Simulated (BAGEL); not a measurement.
# C3H3ClO (SMILES C=C(Cl)C=O): HF/3-21G (density fitting with qzvpp-jkfit)

What is the energy change on altering one bond length of C3H3ClO at HF/3-21G (density fitting with qzvpp-jkfit)? 

Program for the calculation: BAGEL 1.2.2.

4 further runs of the same task are left out: 2 that didn't finish, 2 set aside as unsound or not needed.

### Step 1. Starting point

The species is C3H3ClO (8 atoms), meant as a singlet with charge 0. As SMILES, `C=C(Cl)C=O`. The coordinates come from a GFN2-xTB relaxation. This is one conformer, not always the lowest.

Bond lengths: C1–C2 1.331 Å, C2–Cl3 1.723 Å, C2–C4 1.477 Å, C4–O5 1.198 Å, C1–H6 1.076 Å, C1–H7 1.076 Å, C4–H8 1.107 Å. Angles: C1–C2–Cl3 122.1°, C1–C2–C4 122.7°, Cl3–C2–C4 115.3°, C2–C4–O5 125.6°, C2–C1–H6 122.0°, C2–C1–H7 120.6°, C2–C4–H8 112.3°, O5–C4–H8 122.1°, H6–C1–H7 117.4°.

### Step 2. A single-point energy at HF/3-21G (density fitting with qzvpp-jkfit)

hf.json

```json
{ "bagel": [

{
  "title": "molecule",
  "basis": "3-21g",
  "df_basis": "qzvpp-jkfit",
  "angstrom": true,
  "geometry": [
    { "atom": "C", "xyz": [      -0.289040,       0.431990,       1.130550 ] },
    { "atom": "C", "xyz": [       0.422870,      -0.021910,       0.100980 ] },
    { "atom": "Cl", "xyz": [       2.131570,      -0.226670,       0.189620 ] },
    { "atom": "C", "xyz": [      -0.189390,      -0.387870,      -1.192460 ] },
    { "atom": "O", "xyz": [       0.397730,      -0.809440,      -2.147690 ] },
    { "atom": "H", "xyz": [       0.167490,       0.695470,       2.068070 ] },
    { "atom": "H", "xyz": [      -1.355920,       0.549000,       1.049210 ] },
    { "atom": "H", "xyz": [      -1.285310,      -0.230570,      -1.198280 ] }
  ]
},

{ "title": "hf" },

{ "title": "print", "file": "orbitals.molden", "orbitals": true }

]}
```

Launch:

```bash
$ BAGEL_NUM_THREADS=1 BAGEL hf.json > hf.out
```

The program printed:

```text
* using 1 threads per process

  ===============================================================
  ===============================================================

  *** Geometry ***

  { "atom" : "C", "xyz" : [     -0.546206,      0.816343,      2.136430 ] },
  { "atom" : "C", "xyz" : [      0.799108,     -0.041404,      0.190825 ] },
  { "atom" : "Cl", "xyz" : [      4.028084,     -0.428344,      0.358330 ] },
  { "atom" : "C", "xyz" : [     -0.357895,     -0.732968,     -2.253423 ] },
  { "atom" : "O", "xyz" : [      0.751601,     -1.529620,     -4.058546 ] },
  { "atom" : "H", "xyz" : [      0.316510,      1.314248,      3.908086 ] },
  { "atom" : "H", "xyz" : [     -2.562317,      1.037460,      1.982720 ] },
  { "atom" : "H", "xyz" : [     -2.428884,     -0.435714,     -2.264421 ] },

  Number of auxiliary basis functions:      484

  Since a DF basis is specified, we compute 2- and 3-index integrals:
    o Being stored without compression. Storage requirement is 0.012 GB

  Number of basis functions:       55
  Number of electrons      :       46

    * METHOD: MOLECULE                             0.16

  *** RHF ***

  === Nuclear Repulsion ===
   198.9501810062

      * DIIS with orbital gradients will be used.

  === RHF iteration (3-21g) ===
      0       -646.23177521          0.02407047           0.04
      1       -646.30715268          0.02066684           0.04
      2       -646.39376454          0.00204394           0.04
      3       -646.39625304          0.00056651           0.04
      4       -646.39649836          0.00027697           0.04
      5       -646.39656260          0.00011283           0.04
      6       -646.39656846          0.00003064           0.04
      7       -646.39656908          0.00001117           0.04
      8       -646.39656914          0.00000538           0.04
      9       -646.39656916          0.00000182           0.04
     10       -646.39656916          0.00000046           0.04
     11       -646.39656916          0.00000025           0.04
     12       -646.39656916          0.00000008           0.04
     13       -646.39656916          0.00000004           0.04
     14       -646.39656916          0.00000002           0.04
     15       -646.39656916          0.00000001           0.04
    * SCF iteration converged.

    * Permanent dipole moment:
           (    1.238073,    -0.558407,    -1.098283) a.u.

    * METHOD: HF                                   0.76

    * METHOD: PRINT                                0.01

  ===============================================================
```

It took 1.1 s on 1 thread of Arm Neoverse V2, shared host.

### Step 3. The distorted shape, same level

job.json

```json
{ "bagel" : [

{
  "title" : "molecule",
  "basis" : "3-21g",
  "df_basis" : "qzvpp-jkfit",
  "angstrom" : true,
  "geometry" : [
    { "atom" : "C", "xyz" : [      -0.395822,       0.500072,       1.284978 ] },
    { "atom" : "C", "xyz" : [       0.422870,      -0.021910,       0.100980 ] },
    { "atom" : "Cl", "xyz" : [       2.131570,      -0.226670,       0.189620 ] },
    { "atom" : "C", "xyz" : [      -0.189390,      -0.387870,      -1.192460 ] },
    { "atom" : "O", "xyz" : [       0.397730,      -0.809440,      -2.147690 ] },
    { "atom" : "H", "xyz" : [       0.060708,       0.763552,       2.222498 ] },
    { "atom" : "H", "xyz" : [      -1.462702,       0.617082,       1.203638 ] },
    { "atom" : "H", "xyz" : [      -1.285310,      -0.230570,      -1.198280 ] }
  ]
},

{
  "title" : "hf"
},

{
  "title" : "print",
  "file" : "orbitals.molden",
  "orbitals" : true
}

]}
```

Launch:

```bash
$ BAGEL_NUM_THREADS=1 BAGEL job.json > job.out
```

The program printed:

```text
* using 1 threads per process

  ===============================================================
  ===============================================================

  *** Geometry ***

  { "atom" : "C", "xyz" : [     -0.747995,      0.944999,      2.428256 ] },
  { "atom" : "C", "xyz" : [      0.799108,     -0.041404,      0.190825 ] },
  { "atom" : "Cl", "xyz" : [      4.028084,     -0.428344,      0.358330 ] },
  { "atom" : "C", "xyz" : [     -0.357895,     -0.732968,     -2.253423 ] },
  { "atom" : "O", "xyz" : [      0.751601,     -1.529620,     -4.058546 ] },
  { "atom" : "H", "xyz" : [      0.114721,      1.442904,      4.199913 ] },
  { "atom" : "H", "xyz" : [     -2.764106,      1.166116,      2.274546 ] },
  { "atom" : "H", "xyz" : [     -2.428884,     -0.435714,     -2.264421 ] },

  Number of auxiliary basis functions:      484

  Since a DF basis is specified, we compute 2- and 3-index integrals:
    o Being stored without compression. Storage requirement is 0.012 GB

  Number of basis functions:       55
  Number of electrons      :       46

    * METHOD: MOLECULE                             0.16

  *** RHF ***

  === Nuclear Repulsion ===
   194.2013395180

      * DIIS with orbital gradients will be used.

  === RHF iteration (3-21g) ===
      0       -646.18074692          0.02420717           0.04
      1       -646.25300034          0.02169325           0.04
      2       -646.35048963          0.00208255           0.04
      3       -646.35340933          0.00054744           0.04
      4       -646.35368294          0.00023700           0.04
      5       -646.35373438          0.00009109           0.04
      6       -646.35374014          0.00003177           0.04
      7       -646.35374060          0.00001130           0.04
      8       -646.35374068          0.00000750           0.04
      9       -646.35374071          0.00000221           0.04
     10       -646.35374072          0.00000107           0.04
     11       -646.35374072          0.00000052           0.04
     12       -646.35374072          0.00000020           0.04
     13       -646.35374072          0.00000006           0.04
     14       -646.35374072          0.00000003           0.04
     15       -646.35374072          0.00000001           0.04
    * SCF iteration converged.

    * Permanent dipole moment:
           (    1.251494,    -0.591804,    -1.189410) a.u.

    * METHOD: HF                                   0.77

    * METHOD: PRINT                                0.01

  ===============================================================
```

Wall time 1.1 s (1 thread of Arm Neoverse V2, shared host).

### Step 4. Results

Level: HF/3-21G (density fitting with qzvpp-jkfit).

| quantity | value |
| --- | --- |
| first shape: total energy | -646.39657 Eh |
| first shape: dipole moment | 4.44 D |
| first shape: HOMO energy | -10.63 eV |
| first shape: LUMO energy | 1.99 eV |
| first shape: HOMO–LUMO gap | 12.62 eV |
| distorted shape: total energy | -646.35374 Eh |
| distorted shape: dipole moment | 4.64 D |
| distorted shape: HOMO energy | -9.81 eV |
| distorted shape: LUMO energy | 1.17 eV |
| distorted shape: HOMO–LUMO gap | 10.98 eV |
| energy change with the C1–C2 bond stretched from 1.331 to 1.531 Å | 1.165 eV |

In words: With the C1–C2 bond stretched from 1.331 to 1.531 Å the energy rises by 1.17 eV (112 kJ/mol). The first shape isn't relaxed at this level, so the change isn't measured from a minimum.
